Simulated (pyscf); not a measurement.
Optimised with ωB97X-D3(BJ)/def2-SVP in PySCF. MP2 and CC: frozen core, UHF for open shells. ΔMP2 is the change of the MP2 total energy from the triple- to the quadruple-zeta basis.

Problem. For `[OH][SnH]([OH])[Cl]` → `[OH][Sn][OH]` [singlet] + `[ClH]`, a 1,1-elimination (singlet surface; Cl–Sn, H–Sn broken, Cl–H formed), PBE/def2-TZVP gives ΔE‡ = 33.1 kcal/mol and ΔE = +8.2 kcal/mol (zero: the reactant's lowest minimum found). In which direction and how far do r²SCAN/def2-TZVP, B3LYP-D3(BJ)/def2-TZVP, CCSD(T)/def2-TZVPP + ΔMP2(QZVPP) move these?

Solution. r²SCAN: ΔE‡ = 38.2 kcal/mol, ΔE = +13.6 kcal/mol; B3LYP-D3(BJ): ΔE‡ = 39.5 kcal/mol, ΔE = +8.6 kcal/mol; CCSD(T): ΔE‡ = 45.0 kcal/mol, ΔE = +12.8 kcal/mol. PBE's barrier lies under all of them, by 5.1 to 11.9 kcal/mol. Its reaction energy lies under all of them, by 0.4 to 5.4 kcal/mol. On the product side the descent ends in a complex (not fully relaxed), 5.1 kcal/mol under the separated species and 35.8 kcal/mol under the saddle at ωB97X-D3(BJ)/def2-TZVP. At ωB97X-D3(BJ) the barrier from the zero used here is 49.1 kcal/mol. This is the saddle that the search found; another between the same sides may lie lower. The CCSD(T) − MP2 part came from Ansatz, without density fitting, on the same reference. The frozen core leaves the outer d or s,p core shells of the metals and heavy elements correlated in the MP2 and CC values, and def2-TZVPP describes them poorly, which can shift differences by a few kcal/mol. Elements past Kr carry the def2 core potentials, without spin-orbit coupling.
